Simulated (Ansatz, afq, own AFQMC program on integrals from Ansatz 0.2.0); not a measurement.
AlSiH₂, quartet in cc-pVTZ, levels against CCSDT(Q)

```yaml
atoms:
  - { symbol: Si, position_ang: [0.0000, 0.0000, 1.2743] }
  - { symbol: Al, position_ang: [0.0000, 0.0000, -1.1788] }
  - { symbol: H, position_ang: [0.0000, -1.3806, -1.9769] }
  - { symbol: H, position_ang: [0.0000, 1.3806, -1.9769] }
```

Connectivity, by distances: Si–AlH2.

Basis cc-pVTZ. Noble-gas cores (and the filled d shells of Ga–Kr and In–Xe) are frozen. Integrals, coupled cluster, full CI and functionals: Ansatz 0.2.0; the random walks run on the same integrals in our own AFQMC program. ph-AFQMC/CISD is guided by a CISD state made of CCSD amplitudes; releasing the constraint for a short imaginary time cuts its bias at the price of noise, slowly where states lie close. Free projection: walkers drawn from exp(T), propagated without any constraint. Its projection time is finite, and what remains of the start isn't in its error. Error bars are statistical, one sigma.

Determinant: UHF, the one that the program's search chose, which needn't be the lowest solution. The geometry is a PBE0/def2-TZVP stationary point of this or a neighbouring charge and spin state.

No full CI on the walks' own integrals is used here; CCSDT(Q) serves as the reference and is uncertain by about the last step of the cluster series.

Cautions: another spin lies lower (by 346 meV).

The T1 diagnostic is 0.0271. The weight of the determinant in the CISD state is 0.870. The ⟨S²⟩ of the determinant is 3.754. The size of the correlated space is 9 electrons in 86 orbitals.

Reference: CCSDT(Q), correlation energy -5.036 eV. The released energy is read at 2.40 1/Eh (meV from the phaseless value at times in 1/Eh: 0 ± 5 at 0.24, -5 ± 4 at 0.51, -6 ± 4 at 0.99, -8 ± 4 at 1.62, -6 ± 4 at 2.40).

```
         level  E − E(reference) (meV)  share of correlation (%)
            HF                  5036.0                      0.00
           MP2                  1137.8                     77.41
          CCSD                   238.4                     95.27
       CCSD(T)                    50.6                     99.00
         CCSDT                     9.9                     99.80
   ph-AFQMC/HF            -18.6 ± 24.5                    100.37
 ph-AFQMC/CISD               8.9 ± 4.8                     99.82
released AFQMC               2.7 ± 3.6                     99.95
    free AFQMC             -10.9 ± 9.6                    100.22
```

Free projections are given only where their last times agree within the noise and don't stop above the reference; a slow remainder of the start can still hide under it. A walk keeps the symmetry of its determinant, which the program's search chose and which needn't be the lowest solution, so a lower state of the same spin and another symmetry isn't excluded. Released energies are given only where the last usable release times agree within the noise; a slower fall can still hide under it.
